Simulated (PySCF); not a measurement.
hydrogen chloride (ClH), SMILES Cl.

Coordinates come from a B3LYP-D3(BJ)/def2-TZVPD optimisation.

Computed with CAM-B3LYP/def2-TZVPD run with PySCF.

Gas-phase values at a fixed geometry.

Computed frontier levels, gap, dipole moment and polarisability:
```
Property                                                                                                        Value
---------------------------------------------------------------------------------------------  ----------------------
highest occupied level                                                                                      -10.95 eV
lowest empty level                                                                                            0.59 eV
orbital gap                                                                                                  11.53 eV
dipole moment                                                                                                  1.13 D
quadrupole, principal values (traceless, Buckingham form, about the centre of nuclear charge)  -1.84, -1.84, 3.68 D·Å
mean static polarisability                                                                       17.7 bohr³ (2.62 Å³)
polarisability, principal values                                                               17.2, 17.2, 18.7 bohr³
```
